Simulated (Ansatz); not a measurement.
# BH3: a line through the functionals

BH3: 4 atoms, total charge 0, spin state singlet. As SMILES, `[H]B([H])[H]`. The shape is that of a GFN2-xTB optimisation.

The vertical energy of the triplet above the singlet y, in eV, basis 6-31G(d); a is the functional's share of exact exchange. Programs: Ansatz 0.2.0.

| functional | program | a | y (eV) |
| --- | --- | --- | --- |
| BLYP | Ansatz | 0 | 5.34 |
| r2SCAN | Ansatz | 0 | 5.16 |
| B3LYP | Ansatz | 0.2 | ? |
| PBE0 | Ansatz | 0.25 | 5.35 |
| r2SCAN0 | Ansatz | 0.25 | 5.31 |
| BHLYP | Ansatz | 0.5 | 5.77 |

**Question.** Fit y = c + s·a to the known rows and predict B3LYP.

**Answer.** 
1. Means of the 5 rows: a = 0.2000, y = 5.386.
2. Σ(Δa)² = 0.175, Σ(Δa·Δy) = 0.164, so the slope is 0.164/0.175 = 0.93714.
3. Intercept: 5.386 − (0.93714) × 0.2000 = 5.199. The largest residual of the fit is 0.14.
4. B3LYP: 5.199 + (0.93714) × 0.2 = 5.39 eV.

The run gave 5.53 eV, so the prediction is off by -0.14 eV, within the scatter of the fit. The rows mix families of semi-local functionals, which the line can't see.
